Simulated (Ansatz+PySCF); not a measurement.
Values are calculated unless marked as measured or tabulated.
**Several solutions for triplet LiHO2 in separate pieces**

```xyz
4

O     0.0000    0.0000   -2.1389
O     0.0000    0.0000    2.1389
Li   30.0000    0.0000   -0.3995
H    30.0000    0.0000    1.1984
```

Basis set: 6-31G (spherical functions). Charge 0, multiplicity 3.

ROHF was run from several starts with Ansatz (development build ahead of 0.2.0) and PySCF 2.14.0.

```
run  program                                 start  converged  energy (hartree)  <S²>
  A    PySCF  guess huckel, instabilities followed        yes        -157.41359  2.00
  B    PySCF      guess 1e, instabilities followed        yes        -157.20622  2.00
  C    PySCF                      program defaults        yes        -157.20625  2.00
  D   Ansatz               stability test followed        yes        -157.16812  2.00
  E    PySCF   guess minao, instabilities followed        yes        -157.20625  2.00
  F   Ansatz               atomic start, no search        yes        -157.16809  2.00
  G    PySCF    guess atom, instabilities followed        yes        -157.20625  2.00
  H   Ansatz           search for the lowest state        yes        -157.41359  2.00
```

Which runs reached the lowest solution of this kind, and what is wrong with the others?

A, H reached the lowest solution found. Converged but too high: B by 5.64 eV, C by 5.64 eV, D by 6.68 eV, E by 5.64 eV, F by 6.68 eV, G by 5.64 eV. Convergence only shows a stationary point, and even a stable one can lie too high; stability tests and further starts are what find lower ones. Caution: an unrestricted determinant lies well below (2.26 eV lower).
